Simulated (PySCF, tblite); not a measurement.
A complex of Mg2+ and 2 × hydrogen fluoride

A gas-phase complex of Mg2+ and 2 × hydrogen fluoride; charge +2, singlet. The structure comes from a short search (6 tight-binding starts) and was relaxed by PBE0-D3(BJ)/def2-TZVPD; another way of binding may lie lower. Frequencies by PBE0-D3(BJ)/def2-TZVPD show no clear imaginary mode.

| part | name | SMILES | atoms | charge | multiplicity |
| --- | --- | --- | --- | --- | --- |
| 1 | Mg2+ | [Mg+2] | 1 | +2 | 1 |
| 2 | hydrogen fluoride | F | 2–3 | 0 | 1 |
| 3 | hydrogen fluoride | F | 4–5 | 0 | 1 |

```xyz
5

Mg    0.546    0.152    0.397
F    -0.214   -0.693    1.896
H    -0.604   -1.120    2.650
F     1.336    0.996   -1.084
H     1.717    1.423   -1.843
```
Atoms count from 1 in this order.

```
 contact  kind (by geometry)  distance (Å)  angle (°)
Mg1···F4         ion contact         1.879          -
Mg1···F2         ion contact         1.881          -
```

Interaction energies are complex less parts, with the parts frozen as they stand in it; counterpoise-corrected, in kcal/mol (PySCF).

**Question.** How strongly do the parts interact, level by level?

**Answer.** 
```
                  level  interaction  superposition error removed
wB97M-D3(BJ)/def2-TZVPD      -107.05                        -0.19
 PBE0-D3(BJ)/def2-TZVPD      -107.93                        -0.21
```

**Question.** What holds them together? Decompose the wB97M-D3(BJ)/def2-TZVPD energy: frozen parts, their antisymmetrised product, then relaxation.

**Answer.** electrostatic -71.0, Pauli repulsion +26.9, orbital relaxation -62.2, dispersion correction -1.0 kcal/mol, which sum to the value before the counterpoise correction; the Pauli term holds the exchange-correlation of the frozen density too. Of the attraction, 53 % is electrostatic, 46 % is orbital relaxation, 1 % is dispersion correction.

**Question.** Are the pair energies additive?

**Answer.** The pairs sum to -111.85 kcal/mol (1–2 -56.2, 1–3 -56.2, 2–3 0.6); the rest of +4.80 is a many-body weakening.

The parts were also relaxed and run alone, at the levels used for the complex: shieldings by PBE0/pcSseg-2; core levels by delta-SCF with SCAN, pcX-2 on the ionised atom and pcseg-1 elsewhere, spin-free X2C.

**Question.** What does binding change?

**Answer.** 
```tsv
property	alone	in the complex	change
shielding of Mg1 (ppm)	695.0	640.8	-54.2
shielding of F4 (ppm)	410.5	425.2	+14.6
shielding of F2 (ppm)	410.5	425.2	+14.7
Mg1 1s core level (eV)	1334.62	1329.31	-5.30
F4 1s core level (eV)	694.11	707.50	+13.39
```

Multiply charged ions in the gas phase bind far more strongly than in solution.
